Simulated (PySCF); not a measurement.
Which basis set comes closest?

Molecule: `CCS(C)(=O)=O`, C₃H₈O₂S.

Numbering as in the mapped SMILES `[CH3:1][CH2:2][S:3]([CH3:4])(=[O:5])=[O:6]`. Each H is labelled by its parent atom.

Geometry PBE0-D3(BJ)/def2-SVP throughout; GIAO in PySCF, gas phase, one conformer, non-relativistic; equivalent atoms averaged; functional PBE0.

Reference values (measured; solution, not stated per compound (mostly CDCl3 or CCl4); Pretsch, Buehlmann, Badertscher, Structure Determination of Organic Compounds, 4th ed. (2009)): δ(C2) = 48.2 ppm, δ(C1) = 6.7 ppm. Computed shifts are taken against TMS, calculated as an isolated molecule at each level.

How do the basis sets STO-3G, 6-31G, pcSseg-0, 6-31G*, def2-SVP, cc-pVDZ, pcSseg-1, aug-cc-pVDZ, 6-311+G(2d,p), def2-TZVP, cc-pVTZ, IGLO-III perform against the reference? Times are CPU seconds on shared hosts with different chips, so compare them loosely.

Results:


```tsv
basis set	functions	C2	C1	mean abs. error C	core-s
STO-3G	42	34.8	17.3	12.0	3.2
6-31G	74	52.8	5.6	2.8	6
pcSseg-0	74	59.7	6.5	5.8	5.2
6-31G*	104	48.0	5.2	0.9	8.4
def2-SVP	128	51.5	4.5	2.7	9.4
cc-pVDZ	128	52.5	5.9	2.5	10
pcSseg-1	149	53.7	5.0	3.6	23
aug-cc-pVDZ	214	53.1	4.6	3.5	23
6-311+G(2d,p)	218	53.3	4.3	3.7	21
def2-TZVP	240	53.4	4.9	3.5	25
cc-pVTZ	296	52.6	4.7	3.2	36
IGLO-III	299	54.7	4.7	4.2	37
```

For 13C the closest is 6-31G* (0.9 ppm) and the furthest STO-3G (12.0 ppm). Where a smaller basis beats a larger one, errors probably cancel. One molecule is a small sample, and vibrational and solvent effects are absent from the calculation.

A small basis that lands close on one nucleus may do so by chance; judge by the trend and by all nuclei.
